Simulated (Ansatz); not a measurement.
```yaml
crystal:
  periodic: [false, false, false]
  atoms:
    - {symbol: S, position_ang: [-0.085633, 0.872134, -0.541589]}
    - {symbol: Si, position_ang: [-0.208814, -0.837110, 0.417745]}
    - {symbol: Cl, position_ang: [1.634701, -0.956557, 0.937538]}
    - {symbol: H, position_ang: [-1.289193, 0.866057, -0.832278]}
basis:
  gaussian: {orbitals: aug-cc-pVTZ}
hamiltonian: {xc: {name: CCSD(T)}, dispersion: d3bj}
output: {forces: true}
```

```sh
$ ansatz run in.yaml --threads 4 --pin off --events-out ev --progress --plain --max-ram 10444MiB
```

It prints (some lines left out):

```
Error: YAML parse error: error: line 10 column 19: hamiltonian.xc: no functional is named "CCSD(T)"; the names, which are not case-sensitive, are SVWN5, SPW92, PBE, PBE0, PBEsol, revPBE, revPBE0, RPBE, rPW86-PBE, HSE06, wPBEh, LC-wPBE, HISS, HF, BLYP, B3LYP, B3LYP5, BHLYP, CAM-B3LYP, r2SCAN, r2SCANh, r2SCAN0, r2SCAN50, m-r2SCAN, B97, wB97, wB97X, wB97X-V, B97M-V, wB97M-V, B2PLYP, B2GP-PLYP, PBE0-DH, PBE-QIDH
 8 | basis:
 9 |   gaussian: {orbitals: aug-cc-pVTZ}
10 | hamiltonian: {xc: {name: CCSD(T)}, dispersion: d3bj}
11 | output: {forces: true}
```

Problem. What is wrong with this run?

Solution. The method's name isn't one that the program takes here. The program refused the input.

HSE06 is defined as in plane-wave codes.
